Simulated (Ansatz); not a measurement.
## Ti$_{9}$Ni$_{7}$: short dynamics, then relaxation

A packing of 16 atoms, thrown in at random and pushed apart as soft spheres with like charges further apart (7 Ni, 9 Ti) went through Langevin stages in a fixed cell of 15.59 Å³/atom, at one k point, without spin and with a Fermi–Dirac width of kT (0.05 eV at least). Level of theory: Ansatz 0.2.0, DFT PBE, scalar-relativistic, plane waves, PAW.

```json
{"thermostat (K)": "2680", "duration (fs)": "72", "friction (1/fs)": "0.030", "cutoff (eV)": "320", "mean T (K)": "2812", "mean P (GPa)": "5.2", "mean square displacement (Å²)": "0.24"}
{"thermostat (K)": "2680", "duration (fs)": "306", "friction (1/fs)": "0.030", "cutoff (eV)": "420", "mean T (K)": "2309", "mean P (GPa)": "4.4", "mean square displacement (Å²)": "0.53"}
{"thermostat (K)": "1930", "duration (fs)": "237", "friction (1/fs)": "0.030", "cutoff (eV)": "420", "mean T (K)": "1864", "mean P (GPa)": "0.3", "mean square displacement (Å²)": "0.48"}
{"thermostat (K)": "1070", "duration (fs)": "276", "friction (1/fs)": "0.030", "cutoff (eV)": "420", "mean T (K)": "1147", "mean P (GPa)": "-3.0", "mean square displacement (Å²)": "0.31"}
{"thermostat (K)": "300", "duration (fs)": "357", "friction (1/fs)": "0.030", "cutoff (eV)": "420", "mean T (K)": "288", "mean P (GPa)": "-5.5", "mean square displacement (Å²)": "0.11"}
```

Means run over the second half of a stage; pressure includes the kinetic part; displacements count from the stage's start, the atoms' common shift taken off. In so short a run the atoms moved about a bond length or less in the hot stages, so this is an annealed packing, not a quenched equilibrium liquid.

Cell and atoms were then relaxed on coarser meshes and computed once more: Settings: cutoff 420 eV, Γ-centred mesh 5×6×6 on the computed 16-atom cell, Gaussian smearing of 0.10 eV; no spin polarisation.

What structure is left?

One draw of many: 14.34 Å³/atom with no gap on the mesh, 0.25 eV/atom below the elements' standard states (static lattices, no corrections for gases) (a random packing after short dynamics, relaxed).

Counting as bonded all pairs within 1.3 times the summed covalent radii:

```
atom → neighbour mean count mean length (Å) spread (Å)
         Ni → Ni        4.29             2.65        0.16
         Ni → Ti        7.43             2.70        0.28
         Ti → Ni        5.78             2.70        0.28
         Ti → Ti       10.00             3.17        0.39
```

Angles between all pairs of such bonds at an atom (mean ± spread): 97 ± 34° at Ni, 95 ± 35° at Ti.

```xyz
16
Lattice="6.0567 0.2132 0.0729 0.2173 6.2007 0.9525 0.0817 0.9931 6.2704" Properties=species:S:1:pos:R:3 pbc="T T T"
Ti    3.9526    3.1457    1.7324
Ti    2.6664    3.6656    4.8495
Ti    1.0562    6.0110    4.3565
Ti    4.1473    5.7285    3.4457
Ti    2.1102    0.8244    0.8891
Ti    4.7146    1.8012    4.0153
Ti    3.2246    6.1399    6.2241
Ti    5.4167    4.3171    5.5794
Ti    6.0106    5.4307    1.2396
Ni    5.9224    1.5802    1.7285
Ni    2.0598    1.9611    3.0383
Ni    6.0914    3.7984    3.2804
Ni    2.1149    4.5810    2.4804
Ni    0.7727    1.9485    5.2207
Ni    1.3443    3.1982    0.6510
Ni    4.3609    2.1390    6.3344
```

The final mesh leaves forces up to 0.17 eV/Å and stresses up to 0.3 GPa: the relaxation ran on a coarser mesh, so the cell's shape, its bonds and its energy belong partly to that mesh.

Spin polarisation was left out, and a magnetic state may lie lower.

Cost: 6 runs of about 56 core-minutes in all (earlier runs that led there not counted), on Arm Neoverse V2 (shared hosts).